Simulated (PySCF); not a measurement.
Working out the electron affinity of B

B- [He] 2s2 2p2 (3P) → B [He] 2s2 2p1 (2P). Computed with PySCF 2.14 in aug-cc-pVTZ with one added diffuse shell each of s, p, d, f type (6s5p4d3f, 62 functions), with no relativity, point nucleus. Frozen: 1s2. Energies in hartree (1 hartree = 27.21139 eV):

```json
{"part": "UHF", "B- (lower)": "-24.520981", "B (upper)": "-24.532177"}
{"part": "MP2 opposite-spin", "B- (lower)": "-0.049493", "B (upper)": "-0.041191"}
{"part": "MP2 same-spin", "B- (lower)": "-0.013928", "B (upper)": "-0.003243"}
```

Task: What does Hartree-Fock give?

Result: (-24.532177) − (-24.520981) = -0.011196 hartree = -0.305 eV.

Task: What do MP2 and SCS-MP2 (6/5 opposite-spin, 1/3 same-spin) give?

Result: The opposite-spin parts differ by 0.226 eV and the same-spin parts by 0.291 eV. MP2: -0.305 + (0.226) + (0.291) = 0.212 eV. SCS-MP2: -0.305 + 1.2 × (0.226) + (0.291)/3 = 0.063 eV.

A first-order spin-orbit estimate adds -0.001 eV to MP2 (valence), giving 0.211 eV against 0.280 eV (measured; photodetachment measurements, as compiled on the Wikipedia data page of electron affinities).

What remains against the reference includes basis incompleteness, the frozen core and correlation beyond second order.
